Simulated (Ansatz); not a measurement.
## Structure relaxation of CdGaBr₃

The calculation used DFT PBE, scalar-relativistic, plane waves, PAW in Ansatz. Cutoff 420 eV, Γ-centred k mesh, Gaussian smearing, no spin polarisation in the final step.

CdGaBr₃ was placed on the cubic perovskite structure type (Pm-3m, No. 221), with Cd in place of Sr, Ga in place of Ti, Br in place of O, at a guessed volume.

```yaml
crystal:
  lattice:
    - [4.98124, 0.00000, 0.00000]
    - [0.00000, 4.98124, 0.00000]
    - [0.00000, 0.00000, 4.98124]
  atoms:
    - { symbol: Cd, position: [0.00000, 0.00000, 0.00000] }
    - { symbol: Ga, position: [0.50000, 0.50000, 0.50000] }
    - { symbol: Br, position: [0.00000, 0.50000, 0.50000] }
    - { symbol: Br, position: [0.50000, 0.00000, 0.50000] }
    - { symbol: Br, position: [0.50000, 0.50000, 0.00000] }
```

Cell and atoms relax at zero pressure; the relaxation can't lower the symmetry of the start. After a coarse first stage the cell is made exact in the group found at 0.06 Å.

Energies over the elements count from the elements' standard structures at the same level, with no empirical corrections.

Question: What does it relax into?

Answer: It keeps Pm-3m (No. 221). The result still has the cubic perovskite structure. Conventional cell: a = 5.288 Å. Cd is coordinated by 12 Br at 3.74 Å; around Ga lie 6 Br at 2.64 Å; around Br lie 2 Ga at 2.64 Å.

Space group Pm-3m (No. 221). a = 5.288 Å, b = 5.288 Å, c = 5.288 Å, α = 90.00°, β = 90.00°, γ = 90.00°
```csv
atom,site,symmetry,x,y,z
Cd,1a,m-3m,0.0000,0.0000,0.0000
Ga,1b,m-3m,0.5000,0.5000,0.5000
Br,3c,4/mm.m,0.0000,0.5000,0.5000
```

Question: What are its volume, energy, density and gap?

Answer: The volume per atom is 29.58 Å³ and the density is 4.74 g/cm³. The energy over the elements is -0.39 eV/atom and the gap on the 8×8×8 mesh is 0 eV (a metal).

The final run used a 8×8×8 mesh on its 5-atom cell and 0.10 eV smearing. For metals, differences of a few meV/atom aren't resolved. A structure relaxed within its symmetry needn't be a true minimum.

Symmetry holds off the tilts and polar distortions that many cubic perovskites undergo.

Cost: 3 runs of about 1.1 core-minutes in all, on Arm Neoverse V1 (shared hosts).